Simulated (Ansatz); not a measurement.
For wurtzite ZnO, rVV10 (Ansatz, a first-principles code, plane waves, PAW) gives:

- lattice constant a = 3.283 Å
- lattice parameter c = 5.314 Å

Question: What does r²SCANh (Ansatz, PAW) give for the same quantities?

Answer: 
- lattice constant a: 3.231 Å (shrinks by 1.6 %)
- lattice parameter c: 5.195 Å (falls by 2.2 %)

For comparison: lattice constant a 3.248 Å (measured, 4 K, zero-point motion not removed; as tabulated in arXiv:1206.3780); lattice parameter c 5.204 Å (measured, 4 K, zero-point motion not removed; as tabulated in arXiv:1206.3780).

Changes are worked out from the printed values.

Unless a cell is named, each level is at its own relaxed cell (rVV10 12.40, r²SCANh 11.74 Å³/atom).

Ansatz's density-functional and Hartree–Fock values are scalar-relativistic unless marked +SOC, with PAW data made under PBE.
